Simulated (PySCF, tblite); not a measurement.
# C₃H₆O: protonation, NMR shifts

What do calculations give for the protonation, NMR shifts of C₃H₆O (`C[C@@H]1CO1`)?

Programs: tblite 0.8.0 and PySCF 2.14.0, with routines of our own; each step states its level. All values are computed. Atoms count from 0.

### 1 The system as given

10 atoms, charge 0, multiplicity 1; geometry from: start built from the parent or by distance geometry.

### 2 Optimising the geometry with GFN2-xTB

Job settings and geometry (Å):

```
{"job": {"kind": "relax", "xc": "GFN2-xTB", "basis": "xTB"}, "charge": 0, "multiplicity": 1}
C     -1.140900    -0.169400     0.282200
C      0.013800     0.668200    -0.230500
C      1.319100    -0.176300    -0.100800
O      1.061200     0.973700     0.632100
H     -1.009500    -0.495500     1.334800
H     -1.145400    -1.093300    -0.346800
H     -2.124600     0.324800     0.085600
H     -0.101700     1.248900    -1.133900
H      1.262300    -1.129600     0.454900
H      1.883500    -0.142300    -1.022600
```

Run with:

```console
$ OMP_NUM_THREADS=1 python redox_run.py task.json out
```

One launch serves the whole session: the jobs run in the order shown.

Output:

```text
step      E/eV     max force
  0    -367.28323    3.182
  1    -367.47751    1.184
  2    -367.55991    0.772
  3    -367.59396    0.624
  4    -367.63990    0.580
  5    -367.66150    0.664
  6    -367.70742    0.534
  7    -367.72383    0.385
  8    -367.74052    0.345
  9    -367.75202    0.318
 10    -367.76292    0.363
 11    -367.77028    0.277
 12    -367.77525    0.175
 13    -367.77948    0.190
 14    -367.78364    0.156
 15    -367.78639    0.123
 16    -367.78785    0.087
 17    -367.78882    0.081
 18    -367.78964    0.067
 19    -367.79027    0.077
 20    -367.79072    0.077
 21    -367.79117    0.077
 22    -367.79180    0.079
 23    -367.79262    0.082
 24    -367.79343    0.071
 25    -367.79408    0.074
 26    -367.79464    0.068
 27    -367.79526    0.083
 28    -367.79604    0.101
 29    -367.79689    0.100
 30    -367.79769    0.080
 31    -367.79844    0.072
 32    -367.79931    0.085
 33    -367.80038    0.097
 34    -367.80150    0.114
 35    -367.80263    0.117
 36    -367.80396    0.107
 37    -367.80577    0.129
 38    -367.80802    0.155
 39    -367.81014    0.131
 40    -367.81146    0.150
 41    -367.81138    0.150
 42    -367.81277    0.068
 43    -367.81306    0.039
 44    -367.81331    0.024
 45    -367.81338    0.022
 46    -367.81342    0.017
 47    -367.81345    0.012
 48    -367.81347    0.009
```

Run time: 0.14 s. Hardware: 1 thread of Arm Neoverse V1, shared host.

Relaxation path: (not every step is listed)

| step | energy from step 0 (eV) | largest force (eV/Å) |
| --- | --- | --- |
| 0 | 0.0000 | 3.1816 |
| 1 | -0.1943 | 1.1839 |
| 2 | -0.2767 | 0.7720 |
| 3 | -0.3107 | 0.6245 |
| 4 | -0.3567 | 0.5802 |
| 5 | -0.3783 | 0.6641 |
| 6 | -0.4242 | 0.5343 |
| 7 | -0.4406 | 0.3850 |
| 8 | -0.4573 | 0.3453 |
| 11 | -0.4871 | 0.2773 |
| 14 | -0.5004 | 0.1556 |
| 17 | -0.5056 | 0.0807 |
| 20 | -0.5075 | 0.0774 |
| 23 | -0.5094 | 0.0819 |
| 26 | -0.5114 | 0.0677 |
| 29 | -0.5137 | 0.0998 |
| 32 | -0.5161 | 0.0852 |
| 35 | -0.5194 | 0.1171 |
| 38 | -0.5248 | 0.1546 |
| 41 | -0.5281 | 0.1497 |
| 43 | -0.5298 | 0.0385 |
| 44 | -0.5301 | 0.0244 |
| 45 | -0.5301 | 0.0220 |
| 46 | -0.5302 | 0.0175 |
| 47 | -0.5302 | 0.0120 |
| 48 | -0.5302 | 0.0085 |

Close pairs (by a distance rule), those that changed most:

```csv
bond,before (Å),after (Å),change (Å)
C1–C2,1.560,1.464,-0.096
C0–H6,1.118,1.088,-0.031
C0–H5,1.118,1.088,-0.030
C0–H4,1.110,1.087,-0.023
C2–H8,1.105,1.084,-0.021
C2–O3,1.388,1.399,+0.011
C0–C1,1.516,1.507,-0.009
C1–H7,1.080,1.089,+0.009
```

The end geometry stands in the next job.

### 3 Vibrational analysis with GFN2-xTB

Job settings and geometry (Å):

```
{"job": {"kind": "ir", "xc": "GFN2-xTB", "basis": "xTB"}, "charge": 0, "multiplicity": 1}
C     -1.209334    -0.205395     0.252389
C      0.024911     0.434027    -0.329724
C      1.356102    -0.134873    -0.109584
O      0.938329     1.028205     0.545947
H     -0.970276    -0.694935     1.192804
H     -1.605843    -0.939958    -0.444946
H     -1.971079     0.548379     0.437682
H     -0.138521     0.989412    -1.251783
H      1.460389    -1.014135     0.516119
H      2.133087    -0.001418    -0.853960
```

Output:

```text
mode    cm-1     km/mol
  1     157.6      0.35
  2     364.0      3.75
  3     408.7      4.90
  4     844.2      1.42
  5     909.3      0.89
  6     948.4     20.59
  7    1034.4     10.19
  8    1053.3      7.12
  9    1097.1      4.12
 10    1105.8     26.13
 11    1130.7     19.05
 12    1148.7     10.11
 13    1275.7      7.86
 14    1392.0      3.82
 15    1415.2     23.85
 16    1469.8      3.74
 17    1484.3     10.12
 18    1499.4     25.23
 19    2980.2     33.13
 20    3031.4     16.83
 21    3033.6     30.59
 22    3035.2     39.81
 23    3040.6     21.62
 24    3052.8     32.55
ZPE 220.785  H(298)-E 235.001  G(298)-E 151.171 kJ/mol  S 281.17 J/(mol K)
```

Wall time 0.16 s (1 thread of Arm Neoverse V1, shared host).

Which atoms move in the most intense modes:

```
cm⁻¹  km/mol                               atoms
1106    26.1  H9 20 %, C1 14 %, H6 14 %, H8 12 %
1415    23.9  H9 18 %, C1 16 %, H8 16 %, C0 13 %
1499    25.2  C1 26 %, C2 23 %, H8 13 %, H9 13 %
2980    33.1                             H7 90 %
3034    30.6           H5 50 %, H9 21 %, H6 11 %
3035    39.8           H8 52 %, H5 25 %, H9 12 %
3041    21.6                    H6 79 %, H5 13 %
3053    32.5                             H4 89 %
```

### 4 Geometry optimisation at PBE0-D3(BJ)/def2-SVP

Settings changed since step 3:

```diff
@@ -1,2 +1,2 @@
-{"job": {"kind": "ir", "xc": "GFN2-xTB", "basis": "xTB"}, "charge": 0, "multiplicity": 1}
+{"job": {"xc": "PBE0", "basis": "def2-SVP", "d3": "d3bj", "grid": 1, "kind": "geom"}, "charge": 0, "multiplicity": 1}
 C     -1.209334    -0.205395     0.252389
```

Output:

```text
step   0  E = -192.74678022  max force = 0.011793
step   1  E = -192.74784362  max force = 0.002279
step   2  E = -192.74787202  max force = 0.000205
step   3  E = -192.74787872  max force = 0.000219
optimisation converged
```

Run time: 7.6 s. Hardware: 1 thread of Arm Neoverse V1, shared host.

The steps of the relaxation:

```csv
step,energy from step 0 (eV),largest force component (eV/Å)
0,0.0000,0.6064
1,-0.0289,0.1172
2,-0.0297,0.0105
3,-0.0299,0.0113
```

Close pairs (by a distance rule), those that changed most:

```
 bond  before (Å)  after (Å)  change (Å)
C1–O3       1.398      1.413      +0.015
C2–H8       1.084      1.098      +0.014
C2–H9       1.084      1.098      +0.014
C0–H6       1.088      1.101      +0.013
C0–H5       1.088      1.101      +0.013
C0–H4       1.087      1.100      +0.013
C1–H7       1.089      1.100      +0.012
C2–O3       1.399      1.410      +0.011
```

The end geometry stands in the next job.

```
                         at the end point                 value
  point group (found at 0.08 Å tolerance)                    C1
rotational constants (GHz, main isotopes)  18.465, 6.690, 5.994
                        dipole moment (D)                  1.92
```

### 5 Harmonic vibrations (C3H6O): PBE0-D3(BJ)/def2-SVP

Job settings and geometry (Å):

```
{"job": {"xc": "PBE0", "basis": "def2-SVP", "d3": "d3bj", "grid": 2, "kind": "hessian"}, "charge": 0, "multiplicity": 1}
C     -1.209217    -0.207952     0.234831
C      0.027013     0.409143    -0.347826
C      1.366401    -0.119615    -0.084256
O      0.905826     1.050358     0.553527
H     -0.972301    -0.739703     1.167707
H     -1.662981    -0.919544    -0.472185
H     -1.957733     0.566214     0.463518
H     -0.119044     0.956025    -1.291547
H      1.477136    -1.003220     0.558889
H      2.166860     0.019311    -0.822919
```

Output:

```text
coarse grid: 8064 points
cycle   1  E = -192.6520099697  dE =  4.741e-01  |g| = 5.468e-01  |ddm| = 3.060e+00
cycle   2  E = -192.5640372811  dE =  8.797e-02  |g| = 8.766e-01  |ddm| = 1.361e+00
cycle   3  E = -192.7130786031  dE = -1.490e-01  |g| = 7.571e-02  |ddm| = 8.770e-01
cycle   4  E = -192.7141959554  dE = -1.117e-03  |g| = 2.867e-02  |ddm| = 8.196e-02
cycle   5  E = -192.7143977375  dE = -2.018e-04  |g| = 4.167e-03  |ddm| = 2.852e-02
cycle   6  E = -192.7144011930  dE = -3.456e-06  |g| = 1.492e-03  |ddm| = 4.933e-03
final grid: 77064 points
cycle   7  E = -192.7478890135  dE = -1.061e-05  |g| = 9.743e-03  |ddm| = 2.063e-02
cycle   8  E = -192.7478616610  dE =  2.735e-05  |g| = 1.538e-02  |ddm| = 1.903e-02
cycle   9  E = -192.7479086462  dE = -4.699e-05  |g| = 1.196e-03  |ddm| = 1.222e-02
cycle  10  E = -192.7479089785  dE = -3.322e-07  |g| = 1.053e-04  |ddm| = 1.247e-03
cycle  11  E = -192.7479089804  dE = -1.943e-09  |g| = 5.293e-05  |ddm| = 1.566e-04
cycle  12  E = -192.7479089811  dE = -6.448e-10  |g| = 1.375e-05  |ddm| = 6.237e-05
cycle  13  E = -192.7479089811  dE = -4.434e-11  |g| = 1.287e-06  |ddm| = 1.579e-05
converged SCF energy = -192.7479089811

mode    cm-1
  1     209.5
  2     369.1
  3     416.5
  4     817.1
  5     891.3
  6     905.8
  7    1013.8
  8    1041.4
  9    1131.5
 10    1156.6
 11    1167.5
 12    1187.0
 13    1306.7
 14    1381.1
 15    1440.7
 16    1454.0
 17    1471.1
 18    1547.7
 19    3059.7
 20    3096.4
 21    3117.2
 22    3154.1
 23    3168.9
 24    3194.5
ZPE 225.491  H(298)-E 239.472  G(298)-E 156.278 kJ/mol  S 279.03 J/(mol K)
```

It took 67 s on 1 thread of Arm Neoverse V1, shared host; peak memory 1.3 GiB.

Zero-point energy 225.49 kJ/mol (xTB gave 220.78).

### 6 Single point (C3H6O): wB97X-D3(BJ)/def2-TZVP

Geometry: PBE0-D3(BJ)/def2-SVP.

Settings changed since step 5:

```diff
@@ -1,2 +1,2 @@
-{"job": {"xc": "PBE0", "basis": "def2-SVP", "d3": "d3bj", "grid": 2, "kind": "hessian"}, "charge": 0, "multiplicity": 1}
+{"job": {"kind": "sp", "xc": "wB97X", "basis": "def2-TZVP", "d3": "d3bj", "grid": 2}, "charge": 0, "multiplicity": 1}
 C     -1.209217    -0.207952     0.234831
```

Output:

```text
coarse grid: 8064 points
cycle   1  E = -193.1946961629  dE =  6.764e-01  |g| = 6.123e-01  |ddm| = 2.169e+00
cycle   2  E = -193.1741707783  dE =  2.053e-02  |g| = 7.500e-01  |ddm| = 7.836e-01
cycle   3  E = -193.2691399864  dE = -9.497e-02  |g| = 4.081e-02  |ddm| = 4.299e-01
cycle   4  E = -193.2694653679  dE = -3.254e-04  |g| = 1.498e-02  |ddm| = 3.852e-02
cycle   5  E = -193.2695177841  dE = -5.242e-05  |g| = 4.691e-03  |ddm| = 1.846e-02
cycle   6  E = -193.2695232769  dE = -5.493e-06  |g| = 5.107e-04  |ddm| = 4.456e-03
final grid: 77064 points
cycle   7  E = -193.2625609067  dE = -3.732e-05  |g| = 5.171e-03  |ddm| = 2.815e-02
cycle   8  E = -193.2625596237  dE =  1.283e-06  |g| = 5.944e-03  |ddm| = 5.010e-03
cycle   9  E = -193.2625653533  dE = -5.730e-06  |g| = 3.677e-04  |ddm| = 2.971e-03
cycle  10  E = -193.2625653792  dE = -2.596e-08  |g| = 1.536e-04  |ddm| = 3.576e-04
cycle  11  E = -193.2625653850  dE = -5.808e-09  |g| = 2.271e-05  |ddm| = 1.732e-04
converged SCF energy = -193.2625653850
```

Wall time 4.3 s (1 thread of Arm Neoverse V1, shared host); peak memory 0.58 GiB.

### 7 Optimising the geometry with GFN2-xTB

This step treats C3H7O+, `C[C@@H]1C[OH+]1`.

Job settings and geometry (Å):

```
{"job": {"kind": "relax", "xc": "GFN2-xTB", "basis": "xTB"}, "charge": 1, "multiplicity": 1}
C     -1.193000    -0.214100     0.229500
C      0.016300     0.417800    -0.370800
C      1.383800    -0.127200    -0.081100
O      0.903300     1.065000     0.532900
H     -0.975500    -0.743500     1.179000
H     -1.674000    -0.921300    -0.481000
H     -1.957300     0.572000     0.452500
H     -0.107600     0.965000    -1.286500
H      1.486100    -1.010100     0.557700
H      2.157500     0.016600    -0.817600
H      0.748500     0.798900     1.493300
```

Output:

```text
step      E/eV     max force
  0    -368.76780    1.900
  1    -368.87056    0.593
  2    -368.89475    0.522
  3    -368.90769    0.373
  4    -368.91498    0.277
  5    -368.92105    0.244
  6    -368.92595    0.232
  7    -368.92944    0.196
  8    -368.93134    0.135
  9    -368.93232    0.083
 10    -368.93281    0.058
 11    -368.93304    0.032
 12    -368.93314    0.029
 13    -368.93321    0.026
 14    -368.93330    0.032
 15    -368.93343    0.042
 16    -368.93356    0.038
 17    -368.93365    0.026
 18    -368.93372    0.022
 19    -368.93378    0.020
 20    -368.93383    0.022
 21    -368.93386    0.017
 22    -368.93388    0.012
 23    -368.93390    0.009
```

Run time: 0.17 s. Hardware: 1 thread of Arm Neoverse V1, shared host.

The steps of the relaxation:

| step | energy from step 0 (eV) | largest force (eV/Å) |
| --- | --- | --- |
| 0 | 0.0000 | 1.9002 |
| 1 | -0.1028 | 0.5930 |
| 2 | -0.1269 | 0.5216 |
| 3 | -0.1399 | 0.3731 |
| 4 | -0.1472 | 0.2772 |
| 5 | -0.1532 | 0.2437 |
| 6 | -0.1581 | 0.2319 |
| 7 | -0.1616 | 0.1956 |
| 8 | -0.1635 | 0.1346 |
| 9 | -0.1645 | 0.0827 |
| 10 | -0.1650 | 0.0580 |
| 11 | -0.1652 | 0.0324 |
| 12 | -0.1653 | 0.0289 |
| 13 | -0.1654 | 0.0258 |
| 14 | -0.1655 | 0.0323 |
| 15 | -0.1656 | 0.0424 |
| 16 | -0.1658 | 0.0382 |
| 17 | -0.1658 | 0.0259 |
| 18 | -0.1659 | 0.0222 |
| 19 | -0.1660 | 0.0201 |
| 20 | -0.1660 | 0.0218 |
| 21 | -0.1661 | 0.0175 |
| 22 | -0.1661 | 0.0117 |
| 23 | -0.1661 | 0.0094 |

Close pairs (by a distance rule), those that changed most:

```
  bond  before (Å)  after (Å)  change (Å)
 C1–O3       1.422      1.467      +0.045
 C1–C2       1.500      1.464      -0.036
 C0–H6       1.119      1.089      -0.030
O3–H10       1.009      0.982      -0.027
 C0–H5       1.112      1.089      -0.023
 C2–O3       1.425      1.445      +0.021
 C0–H4       1.109      1.089      -0.020
 C1–H7       1.074      1.087      +0.013
```

The next job starts from the end point, and lists it.

### 8 Infrared spectrum with GFN2-xTB

Job settings and geometry (Å):

```
{"job": {"kind": "ir", "xc": "GFN2-xTB", "basis": "xTB"}, "charge": 1, "multiplicity": 1}
C     -1.205439    -0.213689     0.239894
C      0.023892     0.383086    -0.354174
C      1.360800    -0.160486    -0.107270
O      0.952898     1.054821     0.560599
H     -0.996699    -0.770154     1.151877
H     -1.640822    -0.904624    -0.480084
H     -1.951240     0.552537     0.444429
H     -0.118313     0.978798    -1.251889
H      1.487343    -1.032209     0.523575
H      2.156862     0.007273    -0.824057
H      0.718986     0.923831     1.505125
```

Output:

```text
mode    cm-1     km/mol
  1     194.3      1.48
  2     350.2      1.64
  3     383.4      4.42
  4     772.9     29.22
  5     846.4     81.84
  6     866.7     38.02
  7     907.9     50.66
  8     966.2    108.02
  9     986.7      5.23
 10    1041.8     42.46
 11    1075.6      7.31
 12    1107.0      9.26
 13    1145.3     45.04
 14    1173.4     30.61
 15    1213.1      3.77
 16    1349.7     24.45
 17    1404.8     47.10
 18    1428.4     52.18
 19    1439.0     16.36
 20    1460.2     21.74
 21    3035.5      8.48
 22    3042.5      1.83
 23    3049.5      1.14
 24    3056.5      3.97
 25    3066.8     13.14
 26    3092.8     10.24
 27    3236.4    116.31
ZPE 249.380  H(298)-E 263.962  G(298)-E 179.582 kJ/mol  S 283.01 J/(mol K)
```

It took 0.18 s on 1 thread of Arm Neoverse V1, shared host.

The strongest bands and the atoms that carry them (share of the mass-weighted mode):

| cm⁻¹ | km/mol | atoms |
| --- | --- | --- |
| 846 | 81.8 | H9 28 %, O3 17 %, C2 16 %, H8 10 % |
| 908 | 50.7 | H10 30 %, H8 16 %, H4 11 % |
| 966 | 108.0 | H10 46 %, H9 19 %, H8 13 % |
| 1042 | 42.5 | H6 22 %, H5 13 %, C0 12 %, H9 11 % |
| 1145 | 45.0 | H10 21 %, H7 18 %, H8 17 %, C2 15 % |
| 1405 | 47.1 | H5 35 %, H6 30 %, C0 18 %, H4 16 % |
| 1428 | 52.2 | H8 23 %, H9 20 %, C2 20 %, C1 14 % |
| 3236 | 116.3 | H10 94 % |

### 9 Geometry optimisation at PBE0-D3(BJ)/def2-SVP

This step treats C₃H₇O+, `C[C@@H]1C[OH+]1`.

Settings changed since step 8:

```diff
@@ -1,2 +1,2 @@
-{"job": {"kind": "ir", "xc": "GFN2-xTB", "basis": "xTB"}, "charge": 1, "multiplicity": 1}
+{"job": {"xc": "PBE0", "basis": "def2-SVP", "d3": "d3bj", "grid": 1, "kind": "geom"}, "charge": 1, "multiplicity": 1}
 C     -1.205439    -0.213689     0.239894
```

Output:

```text
step   0  E = -193.05826040  max force = 0.024158
step   1  E = -193.06149105  max force = 0.005569
step   2  E = -193.06166563  max force = 0.000850
step   3  E = -193.06166973  max force = 0.000211
optimisation converged
```

Wall time 8.5 s (1 thread of Arm Neoverse V1, shared host).

Relaxation path:

| step | energy from step 0 (eV) | largest force component (eV/Å) |
| --- | --- | --- |
| 0 | 0.0000 | 1.2423 |
| 1 | -0.0879 | 0.2864 |
| 2 | -0.0927 | 0.0437 |
| 3 | -0.0928 | 0.0109 |

Distances of close pairs at the start and the end, largest changes first:

```csv
bond,before (Å),after (Å),change (Å)
C1–O3,1.467,1.537,+0.071
C2–O3,1.445,1.487,+0.042
C0–H5,1.089,1.103,+0.014
C0–H4,1.089,1.100,+0.012
C2–H8,1.083,1.095,+0.012
C0–H6,1.089,1.099,+0.011
C2–H9,1.084,1.093,+0.009
C1–H7,1.087,1.095,+0.009
```

The final coordinates are the input of the step that follows.

```
                         at the end point                 value
  point group (found at 0.08 Å tolerance)                    C1
rotational constants (GHz, main isotopes)  16.150, 6.414, 5.625
```

### 10 Harmonic vibrations (C₃H₇O+): PBE0-D3(BJ)/def2-SVP

Job settings and geometry (Å):

```
{"job": {"xc": "PBE0", "basis": "def2-SVP", "d3": "d3bj", "grid": 2, "kind": "hessian"}, "charge": 1, "multiplicity": 1}
C     -1.213439    -0.228395     0.223709
C      0.016815     0.345967    -0.370835
C      1.358281    -0.162759    -0.105930
O      0.959670     1.091413     0.587472
H     -1.015391    -0.823090     1.127896
H     -1.653792    -0.903327    -0.529207
H     -1.957654     0.553402     0.432162
H     -0.098553     0.996052    -1.244890
H      1.490470    -1.010936     0.573995
H      2.179258     0.039481    -0.799037
H      0.728981     0.948636     1.528085
```

Output:

```text
coarse grid: 8688 points
cycle   1  E = -192.9967274640  dE =  6.984e-01  |g| = 3.803e-01  |ddm| = 3.099e+00
cycle   2  E = -192.9934246499  dE =  3.303e-03  |g| = 4.150e-01  |ddm| = 6.978e-01
cycle   3  E = -193.0268213856  dE = -3.340e-02  |g| = 9.825e-02  |ddm| = 3.376e-01
cycle   4  E = -193.0285731097  dE = -1.752e-03  |g| = 2.872e-02  |ddm| = 8.650e-02
cycle   5  E = -193.0287459175  dE = -1.728e-04  |g| = 4.749e-03  |ddm| = 2.718e-02
cycle   6  E = -193.0287509822  dE = -5.065e-06  |g| = 6.293e-04  |ddm| = 5.458e-03
final grid: 82440 points
cycle   7  E = -193.0616548971  dE = -1.615e-05  |g| = 1.003e-02  |ddm| = 2.125e-02
cycle   8  E = -193.0616247612  dE =  3.014e-05  |g| = 1.609e-02  |ddm| = 1.801e-02
cycle   9  E = -193.0616761077  dE = -5.135e-05  |g| = 1.371e-03  |ddm| = 1.117e-02
cycle  10  E = -193.0616765357  dE = -4.280e-07  |g| = 1.003e-04  |ddm| = 1.182e-03
cycle  11  E = -193.0616765376  dE = -1.905e-09  |g| = 2.932e-05  |ddm| = 1.075e-04
cycle  12  E = -193.0616765378  dE = -1.681e-10  |g| = 1.377e-05  |ddm| = 3.886e-05
cycle  13  E = -193.0616765378  dE = -4.428e-11  |g| = 1.087e-06  |ddm| = 1.320e-05
converged SCF energy = -193.0616765378

mode    cm-1
  1     235.2
  2     347.1
  3     389.4
  4     591.8
  5     806.1
  6     870.6
  7     914.0
  8     932.5
  9     970.7
 10    1060.6
 11    1153.0
 12    1188.0
 13    1216.7
 14    1225.0
 15    1292.3
 16    1384.5
 17    1423.8
 18    1441.0
 19    1470.3
 20    1518.4
 21    3064.4
 22    3160.3
 23    3166.7
 24    3186.3
 25    3217.6
 26    3289.2
 27    3690.4
ZPE 258.429  H(298)-E 273.002  G(298)-E 188.722 kJ/mol  S 282.68 J/(mol K)
```

It took 85 s on 1 thread of Arm Neoverse V1, shared host; peak memory 1.3 GiB.

Zero-point energy 258.43 kJ/mol (xTB gave 249.38).

### 11 Single point (C₃H₇O+): wB97X-D3(BJ)/def2-TZVP

Geometry: PBE0-D3(BJ)/def2-SVP.

Settings changed since step 10:

```diff
@@ -1,2 +1,2 @@
-{"job": {"xc": "PBE0", "basis": "def2-SVP", "d3": "d3bj", "grid": 2, "kind": "hessian"}, "charge": 1, "multiplicity": 1}
+{"job": {"kind": "sp", "xc": "wB97X", "basis": "def2-TZVP", "d3": "d3bj", "grid": 2}, "charge": 1, "multiplicity": 1}
 C     -1.213439    -0.228395     0.223709
```

Output:

```text
coarse grid: 8688 points
cycle   1  E = -193.5278791023  dE =  9.268e-01  |g| = 4.875e-01  |ddm| = 2.190e+00
cycle   2  E = -193.5594350452  dE = -3.156e-02  |g| = 3.865e-01  |ddm| = 5.658e-01
cycle   3  E = -193.5858566469  dE = -2.642e-02  |g| = 8.400e-02  |ddm| = 2.162e-01
cycle   4  E = -193.5869565200  dE = -1.100e-03  |g| = 3.234e-02  |ddm| = 6.219e-02
cycle   5  E = -193.5871515085  dE = -1.950e-04  |g| = 4.649e-03  |ddm| = 2.954e-02
cycle   6  E = -193.5871574460  dE = -5.938e-06  |g| = 1.065e-03  |ddm| = 7.929e-03
final grid: 82440 points
cycle   7  E = -193.5793263737  dE = -4.441e-05  |g| = 5.631e-03  |ddm| = 2.847e-02
cycle   8  E = -193.5793253349  dE =  1.039e-06  |g| = 6.337e-03  |ddm| = 5.067e-03
cycle   9  E = -193.5793318839  dE = -6.549e-06  |g| = 4.648e-04  |ddm| = 2.771e-03
cycle  10  E = -193.5793319294  dE = -4.550e-08  |g| = 1.736e-04  |ddm| = 4.168e-04
cycle  11  E = -193.5793319381  dE = -8.728e-09  |g| = 2.862e-05  |ddm| = 1.455e-04
converged SCF energy = -193.5793319381
```

It took 4.8 s on 1 thread of Arm Neoverse V1, shared host; peak memory 0.59 GiB.

### 12 Single point (C₃H₆O): wB97X-D3(BJ)/def2-TZVP in toluene

Geometry: PBE0-D3(BJ)/def2-SVP.

Job settings and geometry (Å):

```
{"job": {"kind": "sp", "xc": "wB97X", "basis": "def2-TZVP", "d3": "d3bj", "grid": 2, "solvent": "toluene"}, "charge": 0, "multiplicity": 1}
C     -1.209217    -0.207952     0.234831
C      0.027013     0.409143    -0.347826
C      1.366401    -0.119615    -0.084256
O      0.905826     1.050358     0.553527
H     -0.972301    -0.739703     1.167707
H     -1.662981    -0.919544    -0.472185
H     -1.957733     0.566214     0.463518
H     -0.119044     0.956025    -1.291547
H      1.477136    -1.003220     0.558889
H      2.166860     0.019311    -0.822919
```

Output:

```text
final grid: 77064 points
cycle   1  E = -193.2652124937  dE = -1.583e-04  |g| = 1.319e-02  |ddm| = 6.353e-02
cycle   2  E = -193.2652104548  dE =  2.039e-06  |g| = 1.548e-02  |ddm| = 1.888e-02
cycle   3  E = -193.2652490752  dE = -3.862e-05  |g| = 8.776e-04  |ddm| = 7.772e-03
cycle   4  E = -193.2652495576  dE = -4.825e-07  |g| = 3.443e-04  |ddm| = 3.533e-03
cycle   5  E = -193.2652496066  dE = -4.898e-08  |g| = 1.090e-04  |ddm| = 1.089e-03
cycle   6  E = -193.2652496107  dE = -4.110e-09  |g| = 2.024e-05  |ddm| = 2.188e-04
converged SCF energy = -193.2652496107
```

Run time: 4 s. Hardware: 1 thread of Arm Neoverse V1, shared host; peak memory 0.64 GiB.

(Part 1 of 3 ends here.)
